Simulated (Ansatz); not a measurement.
Born–Oppenheimer molecular dynamics of CH2OS (5 atoms, charge 0, multiplicity 1). It goes on from the last frame of an earlier run, with new velocities.

All numbers below come from UKS PBE0-D4/6-31G in Ansatz 0.2.0.

```json
{
 "ensemble": "NVT, Nosé–Hoover chain",
 "time step": "1 fs",
 "steps asked": "250",
 "set temperature": "3000 K",
 "thermostat": "time constant 100 fs, chain length 3 (defaults)",
 "temperature schedule": "62 steps to 3000 K, then 188 steps to 9000 K",
 "seed": "9846"
}
```

First frame:

```xyz
5
Properties=species:S:1:pos:R:3
O -0.534 -1.542 0.752
C -0.372 -0.491 0.147
S 1.292 0.382 0.029
H -1.201 0.023 -0.362
H 0.754 1.603 -0.299
```

Problem. How far do the bonds stretch over the last three quarters of this one trajectory? (Pairs bonded in most of those frames.)

Solution. 
```json
{"bond": "O1–C2", "mean (Å)": "1.220", "spread (Å)": "0.036", "shortest": "1.16", "longest": "1.28"}
{"bond": "C2–S3", "mean (Å)": "1.878", "spread (Å)": "0.067", "shortest": "1.77", "longest": "2.01"}
{"bond": "C2–H4", "mean (Å)": "1.102", "spread (Å)": "0.032", "shortest": "1.05", "longest": "1.16"}
```

Mean temperature of the second half: 2811 K. The conserved energy wandered by up to 43.1 meV per atom (net 19.3 meV per atom), which is poor conservation. The schedule's set-point averaged 7005 K over the second half and the system 2811 K, so it lags behind the ramp. A run of 0.25 ps of so small a system gives no equilibrium averages. Limits of this set-up: no polarisation functions.

The run took 6.5 min on 1 thread of Arm Neoverse V2 (shared host), peak memory 0.12 GiB.
